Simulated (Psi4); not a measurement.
# CH6Si (SiMeH3), run twice

Wanted: a single-point energy of CH6Si (SiMeH3), FNO-CCSD/6-31++G** (density fitting, density fitting for correlation, Cartesian functions).

The calculation is run with Psi4 1.11.

3 further runs of the same task are left out: 3 set aside as unsound or not needed.

## Step 1: The system as given

CH6Si has 8 atoms, charge 0, and is taken as a singlet. SMILES: `[H][Si]([H])([H])C`. The shape is that of a GFN2-xTB optimisation.

Bond lengths: Si1–C2 1.895 Å, C2–H3 1.086 Å, C2–H4 1.087 Å, C2–H5 1.087 Å, Si1–H6 1.465 Å, Si1–H7 1.465 Å, Si1–H8 1.465 Å. Some angles: Si1–C2–H3 111.3°, Si1–C2–H4 111.3°, Si1–C2–H5 111.3°, C2–Si1–H6 109.6°, C2–Si1–H7 109.6°, C2–Si1–H8 109.6°, H3–C2–H4 107.5°, H3–C2–H5 107.6°, H4–C2–H5 107.6°, H6–Si1–H7 109.4°.

## Step 2: Try one

File input.json:

```json
{
 "schema_name": "qcschema_input",
 "schema_version": 1,
 "molecule": {
  "schema_name": "qcschema_molecule",
  "schema_version": 2,
  "symbols": ["Si", "C", "H", "H", "H", "H", "H", "H"],
  "geometry": [-0.00366607, 0.00574477, -1.72273103, 0.00427078, -0.00651956, 1.85909366, -1.90461717, 0.08503768, 2.60910707, 1.04154145, 1.59953978, 2.60825669, -1.11008182, 2.29596055, -2.63873797, 2.60253082, -0.04775338, -2.65644471, -1.26125991, 2.29596055, -2.63873797, -1.35948787, -2.22120298, -2.65449829],
  "molecular_charge": 0,
  "molecular_multiplicity": 1
 },
 "driver": "energy",
 "model": {
  "method": "fno-ccsd",
  "basis": "6-31++G**"
 },
 "keywords": {
  "reference": "rhf",
  "freeze_core": true,
  "cc_type": "df",
  "scf_type": "df"
 }
}
```

Started as:

```sh
$ psi4 --qcschema input.json -n 1 --memory 1600MB
```

stdout:

```text
[...]
  Running in c1 symmetry.
[...]
  Nuclear repulsion =   69.538615229172549
[...]
  Multiplicity = 1
[...]
  Nalpha       = 13
  Nbeta        = 13
[...]
    Number of basis functions: 78
[...]
   @DF-RHF iter   1:  -324.84289077249576   -5.15464e-01   6.75313e-03 ADIIS/DIIS
[...]
   @DF-RHF iter  12:  -325.02706077028381   -2.84217e-12   3.87328e-09 DIIS
[...]
    Orbital Energies [Eh]
    ---------------------
    Doubly Occupied:
       1A    -68.817695     2A    -11.167151     3A     -6.175300
       4A     -4.283406     5A     -4.279022     6A     -4.277390
       7A     -1.223819     8A     -0.850608     9A     -0.673250
      10A     -0.535483    11A     -0.477560    12A     -0.425987
      13A     -0.263535
[...]
  @DF-RHF Final Energy:  -325.02706077028381
   => Energetics <=
    Nuclear Repulsion Energy =             69.5386152291725494
    One-Electron Energy =                -582.2309420616561511
    Two-Electron Energy =                 187.6652660621997484
    Total Energy =                       -325.0270607702838106
[...]
 Multipole Moments:
 ------------------------------------------------------------------------------------
     Multipole            Electronic (a.u.)      Nuclear  (a.u.)        Total (a.u.)
 ------------------------------------------------------------------------------------
 L = 1.  Multiply by 2.5417464519 to convert [e a0] to [Debye]
 Dipole X            :          0.2221520           -0.8543066           -0.6321546
 Dipole Y            :         -0.5312213            1.7205802            1.1893588
 Dipole Z            :         -1.5435797           -0.6522176           -2.1957972
 Magnitude           :                                                    2.5759890
[...]
      * MP2 total energy:                  -325.292875793069
[...]
      * CCSD total energy:                 -325.328246025508
[...]
```

The result, in JSON:

```text
{
 "driver": "energy",
 "model": {
  "method": "fno-ccsd",
  "basis": "6-31++G**"
 },
 "success": true,
 "return_result": -325.3282460255084,
 "properties": {
  "calcinfo_nbasis": 78,
  "calcinfo_nmo": 78,
  "calcinfo_nalpha": 13,
  "calcinfo_nbeta": 13,
  "calcinfo_natom": 8,
  "nuclear_repulsion_energy": 69.53861522917255,
  "return_energy": -325.3282460255084,
  "scf_one_electron_energy": -582.2309420616562,
  "scf_two_electron_energy": 187.66526606219975,
  "scf_dipole_moment": [-0.6321546328282193, 1.189358829093526, -2.1957972033517796],
  "scf_total_energy": -325.0270607702838,
  "scf_iterations": 12,
  "mp2_same_spin_correlation_energy": -0.04930495661530906,
  "mp2_opposite_spin_correlation_energy": -0.21651006616952378,
  "mp2_singles_energy": 0.0,
  "mp2_doubles_energy": -0.2658150227848328,
  "mp2_correlation_energy": -0.2658150227848328,
  "mp2_total_energy": -325.2928757930686,
  "ccsd_same_spin_correlation_energy": -0.04636258097501945,
  "ccsd_opposite_spin_correlation_energy": -0.25482267424955324,
  "ccsd_singles_energy": 0.0,
  "ccsd_doubles_energy": -0.3011852552245727,
  "ccsd_correlation_energy": -0.3011852552245727,
  "ccsd_total_energy": -325.3282460255084,
  "ccsd_iterations": 18
 }
}
```

Run time: 9.3 s. Hardware: 1 thread of Intel Xeon Platinum 8488C (Sapphire Rapids), shared host; peak memory 0.24 GiB.

## Step 3: Reading the log

The run finished; that doesn't make the result usable.

The fault: two atoms lie on top of or far too near each other. As the program read them, the closest atoms are 0.08 Å apart, against 1.09 Å in the sound input.

## Step 4: Second attempt

File ch6si.json:

```json
{
  "schema_name": "qcschema_input",
  "schema_version": 1,
  "molecule": {
    "schema_name": "qcschema_molecule",
    "schema_version": 2,
    "symbols": ["Si", "C", "H", "H", "H", "H", "H", "H"],
    "geometry": [-0.00366607, 0.00574477, -1.72273103, 0.00427078, -0.00651956, 1.85909366, -1.90461717, 0.08503768, 2.60910707, 1.04154145, 1.59953978, 2.60825669, 0.88068796, -1.71080686, 2.59595457, 2.60253082, -0.04775338, -2.65644471, -1.26125991, 2.29596055, -2.63873797, -1.35948787, -2.22120298, -2.65449829],
    "molecular_charge": 0,
    "molecular_multiplicity": 1
  },
  "driver": "energy",
  "model": {
    "method": "fno-ccsd",
    "basis": "6-31++G**"
  },
  "keywords": {
    "reference": "rhf",
    "freeze_core": true,
    "cc_type": "df",
    "scf_type": "df"
  }
}
```

Started as:

```sh
$ psi4 --qcschema ch6si.json -n 1 --memory 1600MB
```

stdout:

```text
[...]
  Running in c1 symmetry.
[...]
  Nuclear repulsion =   62.765006592603754
[...]
  Multiplicity = 1
[...]
  Nalpha       = 13
  Nbeta        = 13
[...]
    Number of basis functions: 78
[...]
   @DF-RHF iter   1:  -330.18376298631910   -5.35947e-01   4.93605e-03 ADIIS/DIIS
[...]
   @DF-RHF iter  10:  -330.28321762976225   -1.59162e-12   1.70142e-09 DIIS
[...]
    Orbital Energies [Eh]
    ---------------------
    Doubly Occupied:
       1A    -68.756064     2A    -11.209446     3A     -6.115270
       4A     -4.221483     5A     -4.221481     6A     -4.220846
       7A     -0.947398     8A     -0.704444     9A     -0.562273
      10A     -0.562086    11A     -0.473219    12A     -0.473191
      13A     -0.451358
[...]
  @DF-RHF Final Energy:  -330.28321762976225
   => Energetics <=
    Nuclear Repulsion Energy =             62.7650065926037541
    One-Electron Energy =                -580.2593270064463695
    Two-Electron Energy =                 187.2111027840803672
    Total Energy =                       -330.2832176297622482
[...]
 Multipole Moments:
 ------------------------------------------------------------------------------------
     Multipole            Electronic (a.u.)      Nuclear  (a.u.)        Total (a.u.)
 ------------------------------------------------------------------------------------
 L = 1.  Multiply by 2.5417464519 to convert [e a0] to [Debye]
 Dipole X            :         -0.0024161            0.0030289            0.0006128
 Dipole Y            :          0.0042513           -0.0049554           -0.0007042
 Dipole Z            :         -1.4145047            1.6021305            0.1876258
 Magnitude           :                                                    0.1876281
[...]
      * MP2 total energy:                  -330.537645384806
[...]
      * CCSD total energy:                 -330.576190421551
[...]
```

The result, in JSON:

```text
{
 "driver": "energy",
 "model": {
  "method": "fno-ccsd",
  "basis": "6-31++G**"
 },
 "success": true,
 "return_result": -330.57619042155125,
 "properties": {
  "calcinfo_nbasis": 78,
  "calcinfo_nmo": 78,
  "calcinfo_nalpha": 13,
  "calcinfo_nbeta": 13,
  "calcinfo_natom": 8,
  "nuclear_repulsion_energy": 62.765006592603754,
  "return_energy": -330.57619042155125,
  "scf_one_electron_energy": -580.2593270064464,
  "scf_two_electron_energy": 187.21110278408037,
  "scf_dipole_moment": [0.0006128243402675482, -0.0007041554793861815, 0.18762581646724286],
  "scf_total_energy": -330.28321762976225,
  "scf_iterations": 10,
  "mp2_same_spin_correlation_energy": -0.044456065969719655,
  "mp2_opposite_spin_correlation_energy": -0.20997168907449643,
  "mp2_singles_energy": 0.0,
  "mp2_doubles_energy": -0.2544277550442161,
  "mp2_correlation_energy": -0.2544277550442161,
  "mp2_total_energy": -330.53764538480647,
  "ccsd_same_spin_correlation_energy": -0.043714810640314176,
  "ccsd_opposite_spin_correlation_energy": -0.24925798114867606,
  "ccsd_singles_energy": 0.0,
  "ccsd_doubles_energy": -0.2929727917889902,
  "ccsd_correlation_energy": -0.29297279178899027,
  "ccsd_total_energy": -330.57619042155125,
  "ccsd_iterations": 13
 }
}
```

Run time: 6.6 s. Hardware: 1 thread of Intel Xeon Platinum 8488C (Sapphire Rapids), shared host; peak memory 0.24 GiB.

## Step 5: Outcome

At FNO-CCSD/6-31++G** (density fitting, density fitting for correlation, Cartesian functions):

| quantity | value |
| --- | --- |
| total energy | -330.57619 Eh |
| HOMO energy (Hartree–Fock orbitals) | -12.28 eV |
| LUMO energy (Hartree–Fock orbitals) | 1.19 eV |
| HOMO–LUMO gap (Hartree–Fock orbitals) | 13.47 eV |
| correlation energy (6 core orbitals frozen) | -293.0 mEh |
| T1 diagnostic | 0.009 |

**Reading.** The first attempt's energy was +142.804 eV off this one.
